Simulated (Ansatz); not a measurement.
Zinc-blende BAs, relaxed in Ansatz (plane waves) with several semilocal functionals. Each gives its own volume and its own bulk modulus:

```tsv
level	V0 (Å³/atom)	bulk modulus (GPa)	ln V0	ln B0
LDA	13.246	147.0	2.5837	4.9904
r²SCAN	13.685	140.8	2.6163	4.9473
PBE	13.904	131.4	2.6322	4.8782
revPBE	14.113	126.2	2.6471	4.8379
RPBE	14.184	124.6	2.6521	4.8251
BLYP	14.453	116.6	2.6709	4.7587
```

Problem. Fit a straight line to ln B0 against ln V0. What does it predict for PBEsol, whose volume is 13.548 Å³/atom?

Solution. With x = ln V0 and y = ln B0: means 2.63372 and 4.87293; Σ(Δx Δy) = -0.01277, Σ(Δx²) = 0.004707, so the slope is -2.71. At x = 2.6062 the line gives y = 4.87293 + (-2.71) × (2.6062 − 2.63372) = 4.9475, or 140.8 GPa. The run with PBEsol gives 140.4 GPa, -0.3 % from the line. The rows used scatter about it by up to 2.8 %, while the largest value lies 26 % above the smallest. For comparison, PBE's own equation of state has B′ = 4.1, the slope −d ln B/d ln V at a fixed functional; the two needn't agree, since functionals also differ at one volume.

Measured: 142 GPa (measured, temperature not stated, no zero-point or thermal correction; as tabulated in PMC11618452 (zinc blende boron arsenide), quoting Tian et al.).

Ansatz's density-functional and Hartree–Fock values are scalar-relativistic unless marked +SOC, with PAW data made under PBE.

Ansatz is a first-principles code.
